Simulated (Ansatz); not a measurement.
**CH₇Si (doublet): the correlation ladder at distance C1–H5 along a hydrogen transfer = 1.232 Å, cc-pVDZ**

How much of the correlation energy of CH₇Si (doublet) does each wave-function method recover here?

Computed with Ansatz 0.2.0, Gaussian basis. Level: cc-pVDZ, core rule «outside noble gas», up to 6 orbitals frozen.

To be run: UHF; CCSD(T) on ROHF; CCSD(T) on UHF; BCCD(T) on ROHF; CISD; CCSDT(Q) on ROHF; CCSDT(Q) on UHF; CASSCF and MRCISD+Q, 3 electrons in 3 orbitals; CASSCF and NEVPT2, 3 electrons in 3 orbitals; CASSCF and MRCISD+Q, 9 electrons in 9 orbitals; CASSCF and NEVPT2, 9 electrons in 9 orbitals.

1 further run of the same task is left out (it didn't finish).

### Step 1. The geometry

The geometry derives from fragments relaxed apart (PBE0/def2-TZVP) and kept rigid, so it is no stationary point. A hydrogen atom is moved between rigid fragments.

9 atoms, charge 0, spin multiplicity 2.

Atoms are counted from 1 here; the program's logs count them from 0.

Bond lengths: C1–H2 1.090 Å, C1–H3 1.090 Å, C1–H4 1.090 Å, C1–H5 1.232 Å, H5–Si6 1.631 Å, Si6–H7 1.486 Å, Si6–H8 1.486 Å, Si6–H9 1.486 Å. Angles: H2–C1–H3 109.5°, H2–C1–H4 109.5°, H2–C1–H5 109.5°, H3–C1–H4 109.5°, H3–C1–H5 109.5°, H4–C1–H5 109.5°, C1–H5–Si6 180.0°, H5–Si6–H7 107.6°, H5–Si6–H8 107.6°, H5–Si6–H9 107.6°, H7–Si6–H8 111.3°, H7–Si6–H9 111.3°, H8–Si6–H9 111.3°.

### Step 2. UHF

in.yaml reads:

```yaml
crystal:
  periodic: [false, false, false]
  atoms:
    - {symbol: C, position_ang: [-1.920821, 0.000000, 0.000000]}
    - {symbol: H, position_ang: [-2.284027, 1.027301, 0.000000]}
    - {symbol: H, position_ang: [-2.284027, -0.513650, 0.889668]}
    - {symbol: H, position_ang: [-2.284027, -0.513650, -0.889669]}
    - {symbol: H, position_ang: [-0.688821, 0.000000, 0.000000]}
    - {symbol: Si, position_ang: [0.942179, 0.000000, 0.000000]}
    - {symbol: H, position_ang: [1.392153, -1.416253, 0.000000]}
    - {symbol: H, position_ang: [1.392153, 0.708127, -1.226511]}
    - {symbol: H, position_ang: [1.392152, 0.708127, 1.226511]}
basis:
  gaussian: {orbitals: cc-pVDZ}
magnetization: {spin_polarized: true, initial_magnetization: 1}
hamiltonian: {xc: hf}
output: {orbitals: {seedname: orbitals}}
```

Run with:

```sh
$ ansatz run in.yaml --threads 1 --pin off --events-out ev --progress --plain --max-ram 4096MiB --backend cpu
```

Further steps of the session: CCSD(T) on ROHF; CCSD(T) on UHF; BCCD(T) on ROHF; CISD; CCSDT(Q) on ROHF; CCSDT(Q) on UHF; CASSCF and MRCISD+Q, 3 electrons in 3 orbitals; CASSCF and NEVPT2, 3 electrons in 3 orbitals; CASSCF and MRCISD+Q, 9 electrons in 9 orbitals; CASSCF and NEVPT2, 9 electrons in 9 orbitals.

Q: Predict the results of all the runs planned. Wanted: UCCSDT(Q) below the RHF energy; RMP2 from UCCSDT(Q); UMP2 from UCCSDT(Q); RCCSD from UCCSDT(Q); RCCSD(T) from UCCSDT(Q); UCCSD(T) from UCCSDT(Q); RCCSDT(Q) from UCCSDT(Q); MRCISD+Q pair from UCCSDT(Q); NEVPT2 frontier from UCCSDT(Q).

As calculated:

```
                         quantity                                                   value
   UCCSDT(Q) below the RHF energy                                              -9.0845 eV
              RMP2 from UCCSDT(Q)                                             +1558.3 meV
              UMP2 from UCCSDT(Q)                                             +1611.3 meV
             RCCSD from UCCSDT(Q)                                              +246.2 meV
          RCCSD(T) from UCCSDT(Q)                                               +38.2 meV
          UCCSD(T) from UCCSDT(Q)                                               +39.6 meV
         RCCSDT(Q) from UCCSDT(Q)                                                +0.4 meV
     MRCISD+Q pair from UCCSDT(Q)                                              +129.6 meV
   NEVPT2 frontier from UCCSDT(Q)                                             +1613.7 meV
 MRCISD+Q frontier from UCCSDT(Q)                                               +55.0 meV
levels within 1 kcal/mol (43 meV)  RCCSD(T), UCCSD(T), BCCD(T), RCCSDT, UCCSDT, RCCSDT(Q)
                    T1 diagnostic                                                   0.015
```

In words: RCCSD(T) misses by +38.2 meV, 0.4 % of the correlation energy. Of the multireference levels listed MRCISD+Q frontier comes nearest in total energy (+55.0 meV), which doesn't show that its space is the better one. These misses are within one basis, not against nature; the frozen cores of restricted and unrestricted runs differ, which can shift their rows.
